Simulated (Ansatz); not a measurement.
Mulliken charges of C2H2Cl2O, SMILES `ClC1(Cl)CO1` from B3LYP/def2-TZVPP in Ansatz (PBE0-D4/def2-TZVP geometry).

```
atom   x (Å)   y (Å)   z (Å)  charge (e)
 Cl1  -1.133  -1.389   1.139      -0.080
  C2   0.126  -0.542   0.270       0.247
 Cl3   1.329  -1.634  -0.377      -0.080
  C4  -0.152   0.722  -0.386      -0.039
  O5   0.593   0.608   0.842      -0.279
  H6  -1.139   1.162  -0.282       0.115
  H7   0.436   1.005  -1.253       0.115
```

Task: By hand: the dipole of these point charges (1 e Å = 4.8032 D).

Result: Σ q r = (-0.225, 0.159, -0.391) e Å, of length 0.478 e Å = 2.30 D.

Task: How does the dipole of the full density compare? (Estimate.)

Result: The calculation gave: (-0.179, 0.225, -0.326) e Å, 2.09 D; the point charges give 1.10 times that, at 12° from its direction.

Point charges leave out the atoms' own dipoles, such as those of lone pairs, and Mulliken's split depends on the basis, so the close match here is no proof of good charges.

B3LYP here is the variant with VWN-RPA as its local correlation; programs differ in this.
